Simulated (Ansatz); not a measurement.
A made-up structure of CHOS, doublet:

O1  (-0.766, 0.245, -0.224)
C2  (-0.279, -0.541, 0.289)
S3  (1.130, -0.659, 0.505)
H4  (-0.084, 0.955, -0.570)
(Å)

It is relaxed with PBE-D4/def2-SVP and then PBE0-D4/def2-TZVP (Ansatz 0.2.0). Atoms count as bonded within 1.22 times the sum of their covalent radii (H–H: 0.88 Å). The end point is not checked to be a true minimum.

Problem. Does its bonding change? (A judgement: the text doesn't fix the answer.)

Solution. By the calculation: No: no bond forms or breaks.

Where it ends: The first stage lowers the energy by 4.23 eV in 6 steps. It ends as CHOS ([OH][C][S]):
| atom | x (Å) | y (Å) | z (Å) |
| --- | --- | --- | --- |
| O1 | -0.8539 | 0.3733 | -0.3084 |
| C2 | -0.2011 | -0.5584 | 0.3076 |
| S3 | 1.3099 | -0.8783 | 0.6529 |
| H4 | -0.2549 | 1.0634 | -0.6521 |

Labels in which every atom is bracketed show which atoms are joined, not bond orders.

For scale, one of the runs: PBE0-D4/def2-TZVP relaxation, 105 basis functions, launched by `ansatz run in.yaml --threads 2 --pin off --events-out ev --progress --plain --max-ram 4352MiB`. The run took about 13 s on 2 CPU threads of an Arm Neoverse V2 (shared host).
